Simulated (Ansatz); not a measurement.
Conformers of 1,4-dioxane (`C1COCCO1`), each relaxed with PBE0-D4/def2-TZVP in Ansatz. CBS adds the triple-zeta coupled-cluster correction to the MP2 limit.

Not all of them had a frequency check.

Conformer A:

Cartesian coordinates in Å:
```
C 0.678 -0.439 -1.123
C 0.358 1.016 -0.868
O 0.282 1.276 0.517
C -0.678 0.439 1.123
C -0.358 -1.016 0.868
O -0.282 -1.276 -0.517
H 1.679 -0.670 -0.729
H 0.664 -0.658 -2.193
H -0.597 1.273 -1.350
H 1.139 1.663 -1.273
H -0.665 0.658 2.193
H -1.679 0.670 0.728
H -1.139 -1.663 1.273
H 0.598 -1.272 1.350
```

Conformer B:

```xyz
14

C    -1.010    0.452    0.786
C    -0.533   -0.980    0.772
O    -0.040   -1.357   -0.500
C     0.497   -0.272   -1.234
C     1.046    0.801   -0.325
O     0.040    1.357    0.500
H    -1.400    0.708    1.775
H    -1.826    0.575    0.060
H     0.245   -1.117    1.536
H    -1.360   -1.654    1.014
H    -0.273    0.159   -1.889
H     1.292   -0.670   -1.869
H     1.854    0.383    0.292
H     1.468    1.616   -0.919
```

(1) Which is lowest in electronic energy at CCSD(T)/CBS (frozen core, def2 sets), and by how much? (Best estimate.)

(2) Give the energies relative to A (kJ/mol) with r2SCAN-D4/def2-TZVPP, B2PLYP/def2-TZVPP, PBE/def2-TZVPP, PBE0/def2-TZVPP, HF/def2-TZVPP, CCSD/def2-TZVPP, MP2/CBS(def2). (Best estimate.)

## Answers

(1) Computed: A; B lies 27.3 kJ/mol higher.

(2) The calculation gave: 
```csv
level,B
r2SCAN-D4/def2-TZVPP,27.7
B2PLYP/def2-TZVPP,27.4
PBE/def2-TZVPP,27.5
PBE0/def2-TZVPP,26.7
HF/def2-TZVPP,26.3
CCSD/def2-TZVPP,27.0
MP2/CBS(def2),27.7
```
